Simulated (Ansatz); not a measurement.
`C=C(O)C(=C)F` at its PBE0-D4/def2-TZVP geometry, where that method's forces vanish. Total charge 0; spin multiplicity 1.

| atom | x (Å) | y (Å) | z (Å) |
| --- | --- | --- | --- |
| C1 | 1.438 | 0.906 | 0.461 |
| C2 | 0.544 | 0.091 | -0.099 |
| O3 | 0.801 | -0.761 | -1.122 |
| C4 | -0.851 | 0.020 | 0.333 |
| C5 | -1.793 | -0.760 | -0.173 |
| F6 | -1.135 | 0.853 | 1.344 |
| H7 | 2.466 | 0.936 | 0.118 |
| H8 | 1.150 | 1.554 | 1.273 |
| H9 | 1.727 | -0.677 | -1.368 |
| H10 | -1.550 | -1.426 | -0.987 |
| H11 | -2.799 | -0.736 | 0.221 |

Question: For each bond, give half the difference of the two atoms' forces along it (eV/Å; positive pushes the atoms apart) under PBE-D4, r2SCAN-D4, B3LYP-D4, ωB97M-V in def2-TZVPP. (Estimate.)

Answer: Computed: 
```tsv
bond	length (Å)	PBE-D4	r2SCAN-D4	B3LYP-D4	ωB97M-V
C1–C2	1.333	0.37	0.19	0.02	-0.31
C1–H7	1.084	-0.02	-0.09	-0.09	-0.01
C1–H8	1.079	-0.01	-0.09	-0.09	-0.03
C2–O3	1.355	0.28	0.24	0.32	0.30
C2–C4	1.462	-0.40	-0.27	-0.15	0.31
O3–H9	0.961	0.37	0.02	-0.07	-0.10
C4–C5	1.324	0.37	0.18	0.00	-0.31
C4–F6	1.340	0.49	0.31	0.40	0.29
C5–H10	1.079	-0.01	-0.09	-0.08	-0.03
C5–H11	1.081	-0.03	-0.10	-0.09	-0.01
```

B3LYP here is the variant with VWN-RPA as its local correlation; programs differ in this.
